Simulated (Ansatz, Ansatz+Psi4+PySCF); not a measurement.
```xyz
2

N     0.0000    0.0000   -0.7639
F     0.0000    0.0000    0.7639
```

Basis set: cc-pVTZ (spherical functions). Left uncorrelated: 2 orbitals. Correlation on ROHF uses semicanonical orbitals with singles. Charge 0, multiplicity 3.

Computed with Ansatz (development build ahead of 0.2.0); the reference of a correlated method needn't be the lowest determinant of its kind.

Task: Give the atomization energy at this shape (free ground-state atoms in the same class of orbitals less the molecule, no zero-point energy) of triplet NF by UHF-BCCD(T), ROHF-CCSD(T).

Result:

```tsv
method	atomization energy
UHF-BCCD(T)	2.55 eV
ROHF-CCSD(T)	2.56 eV
```

Caution: the reference determinant was not shown to be the lowest; the shape is not the minimum.
